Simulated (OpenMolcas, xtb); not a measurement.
## A ladder of methods for AlHClF (SMILES [F][AlH][Cl])

AlHClF: 4 atoms, total charge 0, spin state singlet. As SMILES, `[F][AlH][Cl]`. The shape comes from GFN2-xTB, which is rough for such elements, and wasn't checked as a minimum.

Quantity: the vertical energy of the triplet above the singlet, in eV. The values are calculated.

```tsv
level	kind	program	value (eV)	less FCI/STO-3G	CPU time (all runs)
GFN2-xTB	semi-empirical	xtb	5.38	-2.98	under 2 s
HF/STO-3G	Hartree–Fock	OpenMolcas	7.84	-0.52	4.8 s
SVWN5/STO-3G	LDA	OpenMolcas	7.59	-0.77	15 s
PBE/STO-3G	GGA	OpenMolcas	7.53	-0.83	18 s
r2SCAN/STO-3G	meta-GGA	OpenMolcas	7.76	-0.60	30 s
PBE0/STO-3G	global hybrid	OpenMolcas	7.94	-0.42	16 s
CASSCF(2,2)/STO-3G	multireference	OpenMolcas	8.35	-0.01	4.5 s
FCI/STO-3G, open shells restricted	exact in the basis	OpenMolcas	8.36	0.00	4.7 min
```

FCI/STO-3G, open shells restricted is exact within its basis and frozen core, so for wave-function methods in that basis the difference is their error; functionals converge differently with the basis, so for them it is only a difference. The values span 5.38 to 8.36 eV. The xTB rows lack spin polarisation, so open shells miss the exchange term that lowers them. A triplet this far above the singlet is often a Rydberg-like or dissociative state; sets without diffuse functions put Rydberg states too high. All rows use very small basis sets, so even the best lies far from the true value. CPU times are rough (shared hosts, several kinds of processor): they show what a rung costs within a factor of a few.
